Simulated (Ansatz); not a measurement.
# CH₂ (singlet): wB97M-V, B2PLYP, RKS PBE0 over a scan of the scale of all distances, cc-pVDZ

How well do these functionals follow the top wave-function level for CH₂ (singlet) over a scan of the scale of all distances?

Method: cc-pVDZ, all electrons in the functionals, frozen cores in the correlation of double hybrids and RPA; program: Ansatz 0.2.0, Gaussian basis.

The runs, in order: wB97M-V, B2PLYP, RKS PBE0, at 0.877; 1.000; 1.121; 1.307; 1.505; 1.783; 1.989; 2.425.

14 further runs of the same task are left out: 9 that didn't finish, 5 set aside as unsound or not needed.

**1. What is computed**

The geometry derives from a PBE0/def2-TZVP stationary point (not a proven minimum). All distances are scaled together.

3 atoms, charge 0, spin multiplicity 1.

Atoms are counted from 1 here; the program's logs count them from 0.

Bond lengths: C1–H2 1.113 Å, C1–H3 1.113 Å. Angles: H2–C1–H3 101.6°.

Geometry (Å):

```
C     0.0000   -0.1011    0.0000
H     0.0000    0.6021   -0.8621
H     0.0000    0.6021    0.8621
```

No dispersion term is added; wB97M-V holds VV10 nonlocal correlation.

The geometry shown and the zero of energy belong to the point 1.000. The yardstick, FCI, and other wave-function levels (R restricted, U unrestricted, valence and pair active spaces) come from earlier runs.

**2. wB97M-V, 0.877**

Contents of in.yaml:

```yaml
crystal:
  periodic: [false, false, false]
  atoms:
    - {symbol: C, position_ang: [0.000000, -0.088631, 0.000000]}
    - {symbol: H, position_ang: [0.000000, 0.528070, -0.756056]}
    - {symbol: H, position_ang: [0.000000, 0.528070, 0.756056]}
basis:
  gaussian: {orbitals: cc-pVDZ}
magnetization: {spin_polarized: true, initial_magnetization: 0}
hamiltonian: {xc: {name: wB97M-V}}
output: {orbitals: {seedname: orbitals}}
```

The run is started by

```sh
> ansatz run in.yaml --threads 1 --pin off --events-out ev --progress --plain --max-ram 2393MiB
```

After this run come: wB97M-V, 1.000; wB97M-V, 1.121; wB97M-V, 1.307; wB97M-V, 1.505; wB97M-V, 1.783; wB97M-V, 1.989; wB97M-V, 2.425; B2PLYP, 0.877; B2PLYP, 1.000; B2PLYP, 1.121; B2PLYP, 1.307; B2PLYP, 1.505; B2PLYP, 1.783; B2PLYP, 1.989; B2PLYP, 2.425; RKS PBE0, 0.877; RKS PBE0, 1.000; RKS PBE0, 1.121; RKS PBE0, 1.307; RKS PBE0, 1.505; RKS PBE0, 1.783; RKS PBE0, 1.989; RKS PBE0, 2.425.

**Question.** What will the summary of the whole plan be? Wanted: span of the FCI curve; largest miss, wB97M-V; largest miss, B2PLYP; largest miss, RKS PBE0.

The runs gave:

```
              quantity                  value
 span of the FCI curve           666.1 kJ/mol
 largest miss, wB97M-V   +83.7 kJ/mol (1.989)
  largest miss, B2PLYP   +95.8 kJ/mol (1.783)
largest miss, RKS PBE0  +273.1 kJ/mol (2.425)
```

**Reading.** Of the functionals, wB97M-V keep the smallest largest miss at the points compared (at most 83.7 kJ/mol) and RKS PBE0 strays most (273.1 kJ/mol, at 2.425). wB97M-V, B2PLYP clearly break the spin symmetry at some points (⟨S²⟩ up to 1.87 above the pure value), so energy there is bought with a mixed spin. Functionals and the yardstick converge differently with the basis, so part of each miss in cc-pVDZ is the basis.
